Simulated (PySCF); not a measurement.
**Adding and removing an electron: CH**

UHF-CCSD(T); PySCF, no relativity, basis sets H def2-TZVPPD, C def2-TZVPPD. Neutral (UHF): doublet (π ↑), Re = 1.121 Å, ωe = 2849 cm⁻¹, De = 3.55 eV.

CH⁺ (RHF): singlet (closed shell), Re = 1.131 Å, ωe = 2848 cm⁻¹, De = 4.18 eV to H + C⁺. The energies at the minima are -38.41152 hartree for CH and -38.02371 for CH⁺.

Question: Work out the adiabatic ionisation energy, without and with harmonic zero-point energies (1 hartree = 27.2114 eV, 1 eV = 8065.5 cm⁻¹), and the change of the bond length.

Answer: At CCSD(T): 0.38781 hartree = 10.553 eV between the minima; the zero-point term (2848.0 − 2849.0)/2 cm⁻¹ = -0.000 eV makes it 10.553 eV. Re changes by +1.0 pm against the neutral. The electron leaves a π orbital, which is non-bonding in a hydride.

CH⁻ (UHF): triplet (π ↑↑), Re = 1.139 Å, ωe = 2599 cm⁻¹. The energies at the minima are -38.41152 hartree for CH and -38.44653 for CH⁻.

Question: Work out the adiabatic electron affinity, without and with harmonic zero-point energies (1 hartree = 27.2114 eV, 1 eV = 8065.5 cm⁻¹), and the change of the bond length.

Answer: At UHF-CCSD(T): 0.03501 hartree = 0.953 eV between the minima; the zero-point term (2849.0 − 2599.0)/2 cm⁻¹ = +0.015 eV makes it 0.968 eV. Re changes by +1.8 pm against the neutral. The electron enters a π orbital, which is non-bonding in a hydride.

Correlated steps freeze 1 core orbital. For an ion De counts to the pair picked by the measured ionisation energies or electron affinities, which need not be the lowest pair at this level. Where the molecule has an RHF reference, its open-shell atoms are computed with UHF. States were picked by a PBE0 search and need not be the measured ground states.

Neutral and ion stand on different kinds of reference determinant, which adds to the error of the difference.
